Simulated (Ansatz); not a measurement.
C3H2O3, SMILES O=c1occo1, harmonic frequencies at the relaxed geometry

Computed with Ansatz's Python interface.

The script, `freq.py`:
```python
'''Vibrations and zero-point energy of C3H2O3.'''

import itertools

import ansatz as az
from ase.data import atomic_numbers, covalent_radii
import numpy as np

geometry_ang = [
    ('O', [-0.8837, -0.3899, 2.2789]),
    ('C', [-0.4783, -0.1802, 1.1426]),
    ('O', [-1.0358, -0.791, -0.0012]),
    ('C', [-0.0994, -0.2923, -0.9593]),
    ('C', [0.7363, 0.4945, -0.4837]),
    ('O', [0.6184, 0.6607, 0.886]),
    ('H', [-0.3286, -0.6202, -1.9613]),
    ('H', [1.5633, 1.0612, -0.9578]),
]
c3h2o3 = az.Crystal.molecule()
for symbol, xyz in geometry_ang:
    c3h2o3 = c3h2o3.atom(symbol, xyz)

model = (
    c3h2o3.calculation()
    .basis(gaussian='def2-SVP')
    .functional('PBE')
)
symbols = [site.symbol for site in c3h2o3.cartesian_sites]
start = np.array([site.position_ang for site in c3h2o3.cartesian_sites], dtype=float)
summary = model.relax(force_tolerance=0.003).run().report
end = np.array(summary['positions_ang'])

# pairs closer than 1.2 times the sum of covalent radii, before or after
radius = [covalent_radii[atomic_numbers[s]] for s in symbols]
span = lambda where, i, j: np.linalg.norm(where[i] - where[j])
bonded = [(i, j) for i, j in itertools.combinations(range(len(symbols)), 2) if min(span(start, i, j), span(end, i, j)) < 1.2 * (radius[i] + radius[j])]
print('pair        before    after (A)')
for i, j in bonded:
    print(f'{symbols[i]}{i}-{symbols[j]}{j}'.ljust(10), f'{span(start, i, j):8.4f} {span(end, i, j):8.4f}')
for first, second in list(itertools.combinations(bonded, 2)):
    shared = set(first) & set(second)
    if shared and symbols[(j := shared.pop())] != 'H':
        i, k = sorted((set(first) | set(second)) - {j})
        u, v = end[i] - end[j], end[k] - end[j]
        angle = np.degrees(np.arccos(np.clip(u @ v / np.linalg.norm(u) / np.linalg.norm(v), -1, 1)))
        print(f'final angle {symbols[i]}{i}-{symbols[j]}{j}-{symbols[k]}{k}: {angle:.2f} deg')

# same settings at the minimum
minimum = az.Crystal.molecule()
for symbol, place in zip(symbols, end):
    minimum = minimum.atom(symbol, place.tolist())
vibrating = (
    minimum.calculation()
    .basis(gaussian='def2-SVP')
    .functional('PBE')
    .phonons(temperatures=(298.15, 498.15, 100))
)
vib = vibrating.run().report['vibrations']
sums = vib['harmonic_sums']
modes = [m['omega_inv_cm'] for m in sums['modes_at_gamma'] if m['rigid_motion'] == 'no']
print('frequencies (1/cm):', ' '.join(f'{w:.0f}' for w in modes))
print('imaginary modes:', sum(w < 0 for w in modes), ' zero-point energy:', round(sums['zero_point_energy_ev'], 4), 'eV')
print('T (K)   F_vib (eV)   S_vib (meV/K)   C_vib (meV/K)')
for row in zip(sums['temperatures_k'], sums['vibrational_free_energy_ev'], vib['entropy_ev_per_k'], vib['heat_capacity_ev_per_k']):
    print(f'{row[0]:6.1f} {row[1]:11.4f} {1000 * row[2]:13.4f} {1000 * row[3]:15.4f}')

# all hydrogen replaced by deuterium
heavier = vibrating.phonons(masses={'H': 2.014102}).run().report['vibrations']['harmonic_sums']
print('deuterated (1/cm):', ' '.join(f'{m["omega_inv_cm"]:.0f}' for m in heavier['modes_at_gamma'] if m['rigid_motion'] == 'no'))
print('zero-point energy falls by', round(sums['zero_point_energy_ev'] - heavier['zero_point_energy_ev'], 4), 'eV')
```

Output of `python freq.py`:
```text
pair        before    after (A)
O0-C1        1.2245   1.1962
C1-O2        1.4114   1.3834
C1-O5        1.4056   1.3834
O2-C3        1.4295   1.3789
C3-C4        1.2424   1.3477
C3-H6        1.0789   1.0936
C4-O5        1.3848   1.3789
C4-H7        1.1090   1.0936
final angle O0-C1-O2: 126.32 deg
final angle O0-C1-O5: 126.32 deg
final angle O2-C1-O5: 107.35 deg
final angle C1-O2-C3: 107.68 deg
final angle C1-O5-C4: 107.68 deg
final angle O2-C3-C4: 108.64 deg
final angle O2-C3-H6: 117.73 deg
final angle C4-C3-H6: 133.63 deg
final angle C3-C4-O5: 108.64 deg
final angle C3-C4-H7: 133.63 deg
final angle O5-C4-H7: 117.73 deg
frequencies (1/cm): 243 511 570 679 721 744 787 873 875 980 1080 1088 1168 1320 1624 1921 3221 3245
imaginary modes: 0  zero-point energy: 1.3422 eV
T (K)   F_vib (eV)   S_vib (meV/K)   C_vib (meV/K)
 298.1      1.3242        0.2007          0.4191
 398.1      1.2967        0.3514          0.6261
 498.1      1.2537        0.5101          0.7894
deuterated (1/cm): 233 498 498 533 660 709 734 758 846 880 923 974 1131 1233 1564 1920 2378 2436
zero-point energy falls by 0.1701 eV
```

The frequencies are harmonic and unscaled, in a modest basis. The whole script took 2.6 min on 1 thread of Arm Neoverse V2, on a shared host, peak memory 0.2 GiB.
